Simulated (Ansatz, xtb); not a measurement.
## Two structures of C2H2P+

We compare a, `[CH+]=C=P`, a singlet, with b, a singlet given by its coordinates. Both are isolated ions in the gas phase, relaxed with PBE0-D3(BJ)/def2-SVP.

a (Å):

```xyz
5

C    -0.5161    0.2060   -0.3621
C    -1.0866    0.1405    0.7312
P     0.3139    0.4828   -1.8076
H     0.0646   -0.8244   -2.3512
H    -1.5935    0.0650    1.6888
```

b (Å):

```xyz
5

C    -0.6911   -0.9299    0.7968
C     0.0097   -2.0679    0.6914
P     0.8379   -3.4109    0.5678
H    -1.6259   -0.8916    1.3790
H    -0.3488   -0.0058    0.3038
```

Close contacts (Å): C1–C2 1.34, C2–P3 1.58, C1–H4 1.10, C1–H5 1.10.

Q: Estimate which is lower in electronic energy at CCSD(T)/def2-TZVPP, and by roughly how much.

A: The CCSD(T)/def2-TZVPP calculation puts structure b lower, by 19.5 kcal/mol.

The same difference at several levels:

| level | geometry | E(b) − E(a) (kcal/mol) | departure from the last row (kcal/mol) | job, with rough time for the two |
| --- | --- | --- | --- | --- |
| GFN2-xTB | GFN2-xTB | −9.5 | +10.1 | optimisation, 0.55 s |
| HF/STO-3G | GFN2-xTB | −16.1 | +3.5 | single point, 0.61 s |
| r2SCAN-D4/def2-SVP | GFN2-xTB | −21.9 | −2.4 | single point, 4.4 s |
| PBE0-D3(BJ)/def2-SVP | PBE0-D3(BJ)/def2-SVP | −21.6 | −2.0 | optimisation, 27 s |
| HF/def2-TZVPP | PBE0-D3(BJ)/def2-SVP | −19.2 | +0.3 | part of the CCSD(T) run |
| MP2/def2-TZVPP | PBE0-D3(BJ)/def2-SVP | −18.1 | +1.5 | part of the CCSD(T) run |
| CCSD(T)/def2-TZVPP | PBE0-D3(BJ)/def2-SVP | −19.5 |  | single point, 54 s |

None of the levels shown reverses the order. The largest departure from CCSD(T)/def2-TZVPP is that of GFN2-xTB, 10.1 kcal/mol.

With harmonic frequencies from PBE0-D3(BJ)/def2-SVP (ideal gas, rigid rotor, one conformer each, 298.15 K, 1 atm): the zero-point term adds +1.9 kcal/mol; ΔH is −17.8 and ΔG −17.2 kcal/mol.

The T1 diagnostic of structures a and b is large, so the coupled-cluster value is less sure. The correlated steps freeze 7 core orbitals. Codes used: Ansatz 0.2.0, xtb 6.7.1; the last row on 1 thread of AMD EPYC (Zen 3) on a shared host.
